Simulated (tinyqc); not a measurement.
LCCD on RHF in the sto-3g basis, frozen core, for HF, spin multiplicity 1, step by step. One step of it, computed by the program tinyqc.

Problem. LCCD: starting amplitudes. t_ij^ab = <ij||ab> / (e_i + e_j - e_a - e_b), whose energy is MP2.

orbital energies (hartree): [-25.913267, -1.436020, -0.540182, -0.461997, -0.461997, 0.491129]

Two-electron integrals over orbitals (pq|rs), unique and non-zero (hartree); the lowest 1 orbital is frozen and left out:
```
(22|22) 0.861477    (32|22) -0.035587   (32|32) 0.149690    (33|22) 0.729118
(33|32) -0.031531   (33|33) 0.723908    (42|42) 0.185005    (43|42) -0.036527
(43|43) 0.041793    (44|22) 0.885845    (44|32) -0.074943   (44|33) 0.720560
(44|44) 0.997514    (52|52) 0.185005    (53|52) -0.036527   (53|53) 0.041793
(54|54) 0.053770    (55|22) 0.885845    (55|32) -0.074943   (55|33) 0.720560
(55|44) 0.889973    (55|55) 0.997514    (62|22) -0.110970   (62|32) -0.060821
(62|33) -0.028865   (62|44) -0.108859   (62|55) -0.108859   (62|62) 0.093615
(63|22) -0.198059   (63|32) 0.091557    (63|33) -0.109818   (63|44) -0.218734
(63|55) -0.218734   (63|62) 0.048745    (63|63) 0.201603    (64|42) -0.036428
(64|43) -0.018454   (64|64) 0.030419    (65|52) -0.036428   (65|53) -0.018454
(65|65) 0.030419    (66|22) 0.663070    (66|32) 0.059995    (66|33) 0.663873
(66|44) 0.640633    (66|55) 0.640633    (66|62) -0.061932   (66|63) -0.019516
(66|66) 0.699556
```

Give: Starting amplitudes; correlation energy.

Solution.

Starting amplitudes (spin orbitals 1a, 1b, ...; amplitudes related by a flip of all spins are not repeated):
```
from      to        t
3a 3b  6a 6b  -0.0977
2a 2b  6a 6b  -0.0243
2a 3b  6a 6b  -0.0165
5a 5b  6a 6b  -0.0160
4a 4b  6a 6b  -0.0160
```

correlation energy = -0.024556 hartree
